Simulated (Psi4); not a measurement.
Process, species as SMILES: P (PH3) + H+ → [PH4+]
B3LYP-D3(BJ)/def2-TZVP geometries, fixed; electronic energies without zero-point terms; positive where energy is released.
Largest species:
```xyz
5

P      0.0000     0.0000     0.0000
H      0.0115     1.3163    -0.4706
H      1.1354    -0.6707    -0.4639
H     -1.1473    -0.6505    -0.4634
H      0.0003     0.0049     1.3979
```
Charge +1, spin multiplicity 1.

Effect of the treatment of two-electron integrals at PBE/def2-TZVP with Psi4, against the last row, where the proton affinity is 190.46 kcal/mol.

| setting | largest shift of a total energy (mEh) | shift of the proton affinity (kcal/mol) |
|---|---|---|
| scf_type: df | -0.052 | 0.009 |
| scf_type: cd | -0.007 | 0.001 |
| scf_type: pk | 0.000 | 0.000 |

Within 0.02 kcal/mol in the proton affinity: scf_type: df; scf_type: cd. The largest shift is 0.052 mEh in a total energy and 0.009 kcal/mol in the difference.
